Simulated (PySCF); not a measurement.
State search for PS

Unrestricted PBE0; PySCF, no relativity, basis sets P def2-SVP, S def2-SVP. Outer shells of the fragments: P 3s2 3p3; S 3s2 3p4.

Followed along the bond (rough minima from three points):

```tsv
2Ms+1	unpaired	⟨S²⟩ at the start	R at minimum (Å)	Te (eV)
2	π ↑	0.77	1.91	0.00
4	π ↑↑↑	3.76	none in the scan	≤ 2.05
6	σ ↑↑, π ↑↑↑	8.75	none in the scan	≤ 7.02
```

Solutions found at the starting distance of 2.050 Å, counted from the lowest of them; the search is not exhaustive and high or unbound solutions are not listed, so other states can lie among these:

```
2Ms+1   unpaired   term  E (eV)  ⟨S²⟩  ⟨Lz²⟩  μ (D)
    2        π ↑     ²Π    0.00  0.77   1.01  -1.06
    4      π ↑↑↑     ⁴Π    1.83  3.76   1.00   0.21
    2      π ↑↑↓  mixed    2.23  1.76   3.02   0.19
    4  σ ↑, π ↑↑    ⁴Σ⁻    2.85  3.76   0.00  -1.20
    2  σ ↑, π ↑↓  mixed    3.47  1.76   2.01  -0.90
    2  σ ↓, π ↑↑  mixed    3.52  1.77   0.00  -0.91
```

A term symbol is given only where ⟨S²⟩ and ⟨Lz²⟩ are close to those of a pure state; real π, δ and φ orbitals otherwise mix terms. A positive dipole means P(−)S(+).

Counting both spins, an empty level lies below a filled one in some of these solutions, because spin and occupation are held.
